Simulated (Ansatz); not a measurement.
# SiH₃+ (triplet): RPA-PBE over vertical gaps between states and displaced geometries, cc-pVDZ

Aim: run SiH₃+ (triplet) with these functionals over vertical gaps between states and displaced geometries, and hold them against the top wave-function level at the same points.

Program: Ansatz 0.2.0, Gaussian basis. Level of theory: cc-pVDZ, all electrons in the functionals, frozen cores in the correlation of double hybrids and RPA. These are calculated values, not measurements.

To be run: RPA-PBE, at charge 1, triplet; charge 1, singlet; charge 1, quintet; displaced geometry v1; displaced geometry v2.

21 further runs of the same task are left out: 2 for a known fault of the program, 8 that didn't finish, 11 set aside as unsound or not needed.

**1. The geometry**

The geometry is a PBE0/def2-TZVP stationary point (not a proven minimum).

4 atoms, charge 1, spin multiplicity 3.

Atoms are counted from 1 here; the program's logs count them from 0.

Bond lengths: Si1–H2 1.492 Å, Si1–H3 1.694 Å, Si1–H4 1.694 Å. Angles: H2–Si1–H3 105.3°, H2–Si1–H4 105.3°, H3–Si1–H4 30.1°.

No dispersion term is added.

The geometry shown and the zero of energy belong to the point charge 1, triplet. The yardstick, FCI, and other wave-function levels (R restricted, U unrestricted, valence and pair active spaces) come from earlier runs.

**2. RPA-PBE, charge 1, triplet**

File in.yaml:

```yaml
crystal:
  periodic: [false, false, false]
  atoms:
    - {symbol: Si, position_ang: [0.000000, 0.067650, -0.078712]}
    - {symbol: H, position_ang: [0.000000, -1.225497, -0.823444]}
    - {symbol: H, position_ang: [0.439321, -0.329762, 1.508342]}
    - {symbol: H, position_ang: [-0.439321, -0.329762, 1.508342]}
basis:
  gaussian: {orbitals: cc-pVDZ}
total_charge: 1
magnetization: {spin_polarized: true, initial_magnetization: 2}
hamiltonian: {xc: {name: PBE}}
correlation: {method: rpa, electrons: outside_noble_gas}
```

On the command line:

```bash
ansatz run in.yaml --threads 1 --pin off --events-out ev --progress --plain --max-ram 2393MiB
```

Standard output:

```text
Functional definition: PBE
  name "PBE"
  cite "Perdew, Burke & Ernzerhof, Phys. Rev. Lett. 77, 3865 (1996) doi:10.1103/PhysRevLett.77.3865"
  parent pbe
  parameter kappa = 0.804
  parameter beta = 0.06672455060314922
  exchange = pbe_x(kappa = kappa, mu = beta*pi^2/3)
  correlation = pbe_c(beta = beta)
315 factors; integrals over basis functions are off by at most 1.2e-3 eV
mean field evaluation 1: about -7908.3939 eV, gradient 1.0e1 eV
mean field evaluation 2: about -7908.3904 eV, gradient 1.0e1 eV
mean field evaluation 4: about -7909.3376 eV, gradient 1.8e0 eV
mean field evaluation 8: about -7909.3683 eV, gradient 2.0e-2 eV
mean field evaluation 16: about -7909.3683 eV, gradient 8.2e-7 eV
mean field -7909.36833217 eV, -290.6639250447 hartree, gradient 8.2e-7 eV, S^2 2.001839; 0 other end points of the search recorded, 0 dependent functions left out
5 core orbitals not correlated: weight in the atoms' cores, before any rotation towards them, 1.000 or more for the frozen orbitals, at most 0.000 for the correlated occupied ones
reference -7897.68044135 eV, -290.2344029796 hartree; 4, 2 occupied and 24, 26 virtual orbitals, 315 factors
Total energy: -7902.74899974 eV, -290.4206690647 hartree
```

Wall time 0.6 s (1 thread of Arm Neoverse V2, shared host).

From the report: ⟨S²⟩ of the determinant 2.002 (pure triplet: 2.00).

**3. RPA-PBE, charge 1, singlet**

in.yaml: that of step 2 with these lines changed.

```diff
@@ -10,3 +10,3 @@
 total_charge: 1
-magnetization: {spin_polarized: true, initial_magnetization: 2}
+magnetization: {spin_polarized: true, initial_magnetization: 0}
 hamiltonian: {xc: {name: PBE}}
```

The command is unchanged.

Standard output (excerpt; [...] marks lines left out):

```text
Functional definition: PBE
  name "PBE"
  cite "Perdew, Burke & Ernzerhof, Phys. Rev. Lett. 77, 3865 (1996) doi:10.1103/PhysRevLett.77.3865"
  parent pbe
[...]
315 factors; integrals over basis functions are off by at most 1.2e-3 eV
[...]
mean field -7909.64209513 eV, -290.6739856481 hartree, gradient 2.1e-6 eV, S^2 0.502403; 9 other end points of the search recorded, 0 dependent functions left out
5 core orbitals not correlated: weight in the atoms' cores, before any rotation towards them, 1.000 or more for the frozen orbitals, at most 0.000 for the correlated occupied ones
reference -7897.76761275 eV, -290.2376064694 hartree; 3, 3 occupied and 25, 25 virtual orbitals, 315 factors
Total energy: -7903.21771410 eV, -290.4378939999 hartree
```

Run time: 2.3 s. Hardware: 1 thread of Arm Neoverse V2, shared host.

From the report: ⟨S²⟩ of the determinant 0.502 (pure singlet: 0.00). The determinant is far from a pure spin state, so its energy mixes those of several spin states (harmless only where they are near-degenerate, as at dissociation).

From charge 1, triplet: -0.469 eV.

**4. RPA-PBE, charge 1, quintet**

in.yaml: that of step 3 with these lines changed.

```diff
@@ -10,3 +10,3 @@
 total_charge: 1
-magnetization: {spin_polarized: true, initial_magnetization: 0}
+magnetization: {spin_polarized: true, initial_magnetization: 4}
 hamiltonian: {xc: {name: PBE}}
```

The command is unchanged.

Standard output (excerpt; [...] marks lines left out):

```text
Functional definition: PBE
  name "PBE"
  cite "Perdew, Burke & Ernzerhof, Phys. Rev. Lett. 77, 3865 (1996) doi:10.1103/PhysRevLett.77.3865"
  parent pbe
[...]
315 factors; integrals over basis functions are off by at most 1.2e-3 eV
[...]
mean field -7900.95952239 eV, -290.3549069850 hartree, gradient 3.4e-7 eV, S^2 6.000885; 0 other end points of the search recorded, 0 dependent functions left out
5 core orbitals not correlated: weight in the atoms' cores, before any rotation towards them, 1.000 or more for the frozen orbitals, at most 0.000 for the correlated occupied ones
reference -7889.61999065 eV, -289.9381868800 hartree; 5, 1 occupied and 23, 27 virtual orbitals, 315 factors
Total energy: -7894.06607984 eV, -290.1015776438 hartree
```

Run time: 0.63 s. Hardware: 1 thread of Arm Neoverse V2, shared host.

From the report: ⟨S²⟩ of the determinant 6.001 (pure quintet: 6.00).

From charge 1, triplet: +8.683 eV.

**5. RPA-PBE, displaced geometry v1**

File in.yaml:

```yaml
crystal:
  periodic: [false, false, false]
  atoms:
    - {symbol: Si, position_ang: [0.000303, 0.067411, -0.075832]}
    - {symbol: H, position_ang: [-0.000530, -1.241879, -0.831717]}
    - {symbol: H, position_ang: [0.486755, -0.286833, 1.457456]}
    - {symbol: H, position_ang: [-0.494664, -0.349648, 1.487258]}
basis:
  gaussian: {orbitals: cc-pVDZ}
total_charge: 1
magnetization: {spin_polarized: true, initial_magnetization: 2}
hamiltonian: {xc: {name: PBE}}
correlation: {method: rpa, electrons: outside_noble_gas}
```

Launched as before.

Standard output (excerpt; [...] marks lines left out):

```text
Functional definition: PBE
  name "PBE"
  cite "Perdew, Burke & Ernzerhof, Phys. Rev. Lett. 77, 3865 (1996) doi:10.1103/PhysRevLett.77.3865"
  parent pbe
[...]
314 factors; integrals over basis functions are off by at most 1.3e-3 eV
[...]
mean field -7909.35705591 eV, -290.6635106498 hartree, gradient 4.7e-6 eV, S^2 2.001811; 0 other end points of the search recorded, 0 dependent functions left out
5 core orbitals not correlated: weight in the atoms' cores, before any rotation towards them, 1.000 or more for the frozen orbitals, at most 0.000 for the correlated occupied ones
reference -7897.54551158 eV, -290.2294444018 hartree; 4, 2 occupied and 24, 26 virtual orbitals, 314 factors
Total energy: -7902.69753628 eV, -290.4187778174 hartree
```

It took 0.57 s on 1 thread of Arm Neoverse V2, shared host.

From the report: ⟨S²⟩ of the determinant 2.002 (pure triplet: 2.00).

From charge 1, triplet: +0.051 eV.

**6. RPA-PBE, displaced geometry v2**

File in.yaml:

```yaml
crystal:
  periodic: [false, false, false]
  atoms:
    - {symbol: Si, position_ang: [0.008368, 0.070728, -0.079899]}
    - {symbol: H, position_ang: [-0.156506, -1.214045, -0.813037]}
    - {symbol: H, position_ang: [0.359435, -0.350734, 1.510569]}
    - {symbol: H, position_ang: [-0.436098, -0.406004, 1.528783]}
basis:
  gaussian: {orbitals: cc-pVDZ}
total_charge: 1
magnetization: {spin_polarized: true, initial_magnetization: 2}
hamiltonian: {xc: {name: PBE}}
correlation: {method: rpa, electrons: outside_noble_gas}
```

The command is unchanged.

Standard output (excerpt; [...] marks lines left out):

```text
Functional definition: PBE
  name "PBE"
  cite "Perdew, Burke & Ernzerhof, Phys. Rev. Lett. 77, 3865 (1996) doi:10.1103/PhysRevLett.77.3865"
  parent pbe
[...]
314 factors; integrals over basis functions are off by at most 1.2e-3 eV
[...]
mean field -7909.27383875 eV, -290.6604524756 hartree, gradient 3.7e-6 eV, S^2 2.001932; 0 other end points of the search recorded, 0 dependent functions left out
5 core orbitals not correlated: weight in the atoms' cores, before any rotation towards them, 1.000 or more for the frozen orbitals, at most 0.000 for the correlated occupied ones
reference -7897.68947170 eV, -290.2347348389 hartree; 4, 2 occupied and 24, 26 virtual orbitals, 314 factors
Total energy: -7902.69452098 eV, -290.4186670073 hartree
```

Wall time 0.6 s (1 thread of Arm Neoverse V2, shared host).

From the report: ⟨S²⟩ of the determinant 2.002 (pure triplet: 2.00).

From charge 1, triplet: +0.054 eV.

**7. Against the wave-function levels**

The yardstick is full CI for this spin, exact in this basis with these frozen cores. It comes from earlier runs at the same points. Energies in eV, counted from charge 1, triplet; blanks weren't run or aren't comparable.

```csv
level,triplet to singlet,triplet to quintet,displacement v1,displacement v2
FCI,-0.450,8.589,0.078,0.041
RPA-PBE,-0.469,8.683,0.051,0.054
```

Largest miss and mean time a point (FCI took 32 s a point; shared hosts):

```csv
level,largest miss (eV),where,time a point
RPA-PBE,+0.094,triplet to quintet,0.94 s
```

**8. What came out**

| quantity | value |
| --- | --- |
| triplet to singlet, FCI | -0.450 eV |
| triplet to quintet, FCI | 8.589 eV |
| displacement v1, FCI | 0.078 eV |
| displacement v2, FCI | 0.041 eV |
| largest miss, RPA-PBE | +0.094 eV (triplet to quintet) |

In words: RPA-PBE strays by up to 0.094 eV, at triplet to quintet. RPA-PBE clearly breaks the spin symmetry at some points (⟨S²⟩ up to 0.50 above the pure value), so energy there is bought with a mixed spin. Functionals and the yardstick converge differently with the basis, so part of each miss in cc-pVDZ is the basis.
